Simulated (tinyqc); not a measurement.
RHF in the sto-6g basis, for H3O+, spin multiplicity 1, step by step. One step of it, computed by the program tinyqc.

Problem. Iteration 1: diagonalisation and new density. Diagonalise F' = X^T F X, C = X C', fill 5 alpha and 5 beta electrons from the bottom; D = 2 C_occ C_occ^T; the new density keeps 0.7 of the old one (damping). Each column has its largest component positive (the first on a tie).

Fock matrix F (hartree), order 1O 1s, 1O 2s, 1O 2px, 1O 2py, 1O 2pz, 2H 1s, 3H 1s, 4H 1s:
$$\begin{pmatrix}
-22.834952 & -5.425244 & -0.098098 & -0.057675 & 0.473449 & -1.028016 & -1.022486 & -1.000766 \\
-5.425244 & -3.173806 & 0.065037 & -0.051948 & 0.035433 & -0.890262 & -1.054347 & -0.910204 \\
-0.098098 & 0.065037 & -1.540307 & -0.047371 & -0.088871 & -0.511690 & 0.406217 & 0.293034 \\
-0.057675 & -0.051948 & -0.047371 & -1.592563 & -0.011652 & -0.052165 & -0.628340 & 0.510894 \\
0.473449 & 0.035433 & -0.088871 & -0.011652 & -1.246334 & 0.048931 & 0.061355 & 0.088948 \\
-1.028016 & -0.890262 & -0.511690 & -0.052165 & 0.048931 & -0.712142 & -0.221095 & -0.184607 \\
-1.022486 & -1.054347 & 0.406217 & -0.628340 & 0.061355 & -0.221095 & -0.921217 & -0.295101 \\
-1.000766 & -0.910204 & 0.293034 & 0.510894 & 0.088948 & -0.184607 & -0.295101 & -0.740484
\end{pmatrix}$$

X, order 1O 1s, 1O 2s, 1O 2px, 1O 2py, 1O 2pz, 2H 1s, 3H 1s, 4H 1s:
$$\begin{pmatrix}
1.023214 & -0.140829 & -0.000001 & 0.000000 & 0.001502 & 0.017386 & 0.017378 & 0.017378 \\
-0.140829 & 1.250056 & 0.000033 & 0.000000 & -0.016288 & -0.233467 & -0.233281 & -0.233281 \\
-0.000001 & 0.000033 & 1.098267 & 0.000000 & -0.000003 & -0.236501 & 0.118257 & 0.118257 \\
0.000000 & 0.000000 & 0.000000 & 1.098125 & 0.000000 & 0.000000 & -0.204661 & 0.204661 \\
0.001502 & -0.016288 & -0.000003 & 0.000000 & 1.001158 & 0.016650 & 0.016634 & 0.016634 \\
0.017386 & -0.233467 & -0.236501 & 0.000000 & 0.016650 & 1.151826 & -0.051766 & -0.051766 \\
0.017378 & -0.233281 & 0.118257 & -0.204661 & 0.016634 & -0.051766 & 1.151673 & -0.051778 \\
0.017378 & -0.233281 & 0.118257 & 0.204661 & 0.016634 & -0.051766 & -0.051778 & 1.151673
\end{pmatrix}$$

D at the start, order 1O 1s, 1O 2s, 1O 2px, 1O 2py, 1O 2pz, 2H 1s, 3H 1s, 4H 1s:
$$\begin{pmatrix}
1.134213 & -0.028481 & 0.222460 & 0.158705 & -0.968321 & -0.101037 & -0.163244 & 0.048220 \\
-0.028481 & 2.788782 & -0.025293 & -0.398593 & 0.442360 & -1.210336 & -0.530008 & -1.570833 \\
0.222460 & -0.025293 & 2.245203 & 0.451299 & 0.288084 & -1.143064 & -0.146826 & 0.895266 \\
0.158705 & -0.398593 & 0.451299 & 1.685096 & 0.013864 & 0.090621 & 0.416823 & 0.226750 \\
-0.968321 & 0.442360 & 0.288084 & 0.013864 & 1.016791 & -0.203402 & -0.021979 & -0.184400 \\
-0.101037 & -1.210336 & -1.143064 & 0.090621 & -0.203402 & 2.364748 & -0.472401 & -0.615115 \\
-0.163244 & -0.530008 & -0.146826 & 0.416823 & -0.021979 & -0.472401 & 0.772642 & 0.753455 \\
0.048220 & -1.570833 & 0.895266 & 0.226750 & -0.184400 & -0.615115 & 0.753455 & 1.807828
\end{pmatrix}$$

overlap S, order 1O 1s, 1O 2s, 1O 2px, 1O 2py, 1O 2pz, 2H 1s, 3H 1s, 4H 1s:
$$\begin{pmatrix}
1.000000 & 0.231145 & 0.000000 & 0.000000 & 0.000000 & 0.044094 & 0.044062 & 0.044062 \\
0.231145 & 1.000000 & 0.000000 & 0.000000 & 0.000000 & 0.414024 & 0.413834 & 0.413834 \\
0.000000 & 0.000000 & 1.000000 & 0.000000 & 0.000000 & 0.355214 & -0.177664 & -0.177664 \\
0.000000 & 0.000000 & 0.000000 & 1.000000 & 0.000000 & 0.000000 & 0.307456 & -0.307456 \\
0.000000 & 0.000000 & 0.000000 & 0.000000 & 1.000000 & -0.030023 & -0.030004 & -0.030004 \\
0.044094 & 0.414024 & 0.355214 & 0.000000 & -0.030023 & 1.000000 & 0.158150 & 0.158150 \\
0.044062 & 0.413834 & -0.177664 & 0.307456 & -0.030004 & 0.158150 & 1.000000 & 0.158229 \\
0.044062 & 0.413834 & -0.177664 & -0.307456 & -0.030004 & 0.158150 & 0.158229 & 1.000000
\end{pmatrix}$$

Give: F' = X^T F X; orbital energies; coefficients C; D after iteration 1.

Solution.

F' = X^T F X (hartree):
$$\begin{pmatrix}
-22.5011 & -2.6102 & -0.1109 & -0.0589 & 0.4852 & -0.1517 & -0.1509 & -0.1664 \\
-2.6102 & -2.2410 & 0.0417 & 0.0071 & -0.0492 & -0.2057 & -0.3421 & -0.1975 \\
-0.1109 & 0.0417 & -1.4591 & -0.0817 & -0.0899 & -0.2025 & 0.2387 & 0.0825 \\
-0.0589 & 0.0071 & -0.0817 & -1.4532 & -0.0092 & -0.0295 & -0.3622 & 0.2590 \\
0.4852 & -0.0492 & -0.0899 & -0.0092 & -1.2426 & 0.0437 & 0.0275 & 0.0567 \\
-0.1517 & -0.2057 & -0.2025 & -0.0295 & 0.0437 & -0.4248 & -0.0011 & 0.0179 \\
-0.1509 & -0.3421 & 0.2387 & -0.3622 & 0.0275 & -0.0011 & -0.4888 & -0.1020 \\
-0.1664 & -0.1975 & 0.0825 & 0.2590 & 0.0567 & 0.0179 & -0.1020 & -0.4116
\end{pmatrix}$$

orbital energies (hartree): MO1 -22.8478, MO2 -2.0462, MO3 -1.6315, MO4 -1.5495, MO5 -1.2017, MO6 -0.4240, MO7 -0.3497, MO8 -0.1719

coefficients C, order 1O 1s, 1O 2s, 1O 2px, 1O 2py, 1O 2pz, 2H 1s, 3H 1s, 4H 1s:
$$\begin{pmatrix}
0.9974 & -0.2468 & 0.0005 & -0.0440 & 0.0526 & 0.0508 & 0.0661 & 0.0184 \\
0.0122 & 1.0847 & -0.0155 & 0.2393 & -0.1136 & -0.4262 & -0.5536 & -0.1035 \\
0.0054 & -0.1424 & 0.5109 & 0.7737 & -0.2678 & 0.4701 & -0.2976 & 0.1700 \\
0.0030 & 0.0384 & 0.8270 & -0.4496 & -0.0114 & 0.0407 & -0.0532 & -0.6305 \\
-0.0222 & 0.0852 & 0.1440 & 0.2583 & 0.9430 & 0.0636 & 0.1217 & -0.0134 \\
-0.0054 & -0.1023 & 0.0055 & -0.0393 & -0.0570 & -0.4254 & 1.1129 & -0.0913 \\
-0.0033 & 0.0132 & 0.0525 & -0.1833 & 0.0208 & 0.6410 & 0.2396 & 0.9681 \\
-0.0024 & -0.1149 & -0.0187 & 0.0091 & -0.0467 & 0.9154 & 0.1962 & -0.7418
\end{pmatrix}$$

D after iteration 1, order 1O 1s, 1O 2s, 1O 2px, 1O 2py, 1O 2pz, 2H 1s, 3H 1s, 4H 1s:
$$\begin{pmatrix}
1.4302 & -0.1832 & 0.1513 & 0.1189 & -0.6807 & -0.0596 & -0.1127 & 0.0476 \\
-0.1832 & 2.7005 & 0.0143 & -0.3254 & 0.3364 & -0.9156 & -0.3907 & -1.1697 \\
0.1513 & 0.0143 & 2.1427 & 0.3593 & 0.2068 & -0.7988 & -0.1762 & 0.6425 \\
0.1189 & -0.3254 & 0.3593 & 1.7121 & 0.0070 & 0.0748 & 0.3674 & 0.1446 \\
-0.6807 & 0.3364 & 0.2068 & 0.0070 & 1.3024 & -0.1854 & -0.0268 & -0.1615 \\
-0.0596 & -0.9156 & -0.7988 & 0.0748 & -0.1854 & 1.6645 & -0.3277 & -0.4222 \\
-0.1127 & -0.3907 & -0.1762 & 0.3674 & -0.0268 & -0.3277 & 0.5630 & 0.5243 \\
0.0476 & -1.1697 & 0.6425 & 0.1446 & -0.1615 & -0.4222 & 0.5243 & 1.2750
\end{pmatrix}$$
